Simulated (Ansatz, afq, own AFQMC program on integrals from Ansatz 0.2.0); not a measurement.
Two steps: Ansatz 0.2.0 writes the Fock matrix and Cholesky factors of the valence space, and afq projects on them the lowest state that overlaps trial and start.

```yaml
crystal:
  periodic: [false, false, false]
  atoms:
    - {symbol: Si, position_ang: [0.000000, 0.000000, 0.000000]}
    - {symbol: N, position_ang: [0.000000, 0.000000, 3.005000]}
basis:
  gaussian: {orbitals: 6-31G}
magnetization: {spin_polarized: false, initial_magnetization: 3}
correlation: {method: ccsd_t, electrons: outside_noble_gas, hamiltonian_folder: ham}
```

```sh
$ ansatz run in.yaml --threads 1 --pin off --events-out ev --progress --plain --max-ram 24576MiB --backend cuda --devices 0, --max-vram 18GiB
```

afq runs on the folder ham with

```
--method free --trial cisd --walkers 20 --time-step 0.05 --max-blocks 30 --target-error 0.00144 --factor-cut 1e-05 --seed 7882 --times 0,2,5,8,12 --taylor-order 6
```

Times are imaginary, in 1/Eh. The walk had a cap of 60 s.

```
orbitals 16  electrons 6 3  factors 80 of 272
reference energy -343.10556829 Eh
CCSD correlation -0.15813391 Eh in 25 cycles, weight of the determinant in the CISD state 0.5906
repeat  energy at the last time / Eh  error
    10  -343.281211  0.013339
    20  -343.286958  0.010570
    30  -343.285042  0.009599
time / (1/Eh)  energy / Eh  error  mean overlap
  0.00  -343.263476  0.000624  1.6927
  2.00  -343.269238  0.000987  1.7617
  5.00  -343.270872  0.001530  1.7575
  8.00  -343.271452  0.003381  1.7809
 12.00  -343.285042  0.009599  1.3901
energy -343.285042 +/- 0.009599 Eh
```

The run failed at least one of its tests; the cautions name the faults.

Against this walk (error 261.2 meV) on the same determinant: CCSD(T) 317.8 meV higher (within the noise), CCSDT(Q) 312.0 meV higher (within the noise), CCSDTQ 318.8 meV higher (within the noise), full CI 318.2 meV higher (within the noise). The error is statistical, and a free projection of finite length keeps a remainder of its start.

A setting was made bad on purpose (projection too long), so the walk's energy isn't to be trusted.

Cautions: remainder of the start not in the error; phase noise grows fast; error above the target (261.2 against 39.2 meV); lower spins were not checked; a spin-contaminated unrestricted determinant lies lower (UHF 2.36 eV lower, ⟨S²⟩ 4.75); the search met a lower determinant of the same kind, perhaps of another symmetry (1.21 eV lower); strong correlation (T1 0.098, weight of the determinant 0.59, largest double 0.40); (T) is large, 6 % of the CCSD correlation; the CCSD(T) amplitudes may be one of several solutions (largest double 0.40); the CCSDT(Q) amplitudes may be one of several solutions (largest double 0.50); the CCSDTQ amplitudes may be one of several solutions (largest double 0.50); the next higher spin lies close (full CI puts it 49 meV above); so few walkers bias the energy; the time-step error isn't removed.

CCSDT and higher add their correlation energy to the determinant of the CCSD(T) run, since their own runs factorise the integrals more tightly (a shift of under 2 meV). A walk keeps the symmetry of its determinant, which the program's search chose and which needn't be the lowest solution, so a lower state of the same spin and another symmetry isn't excluded.
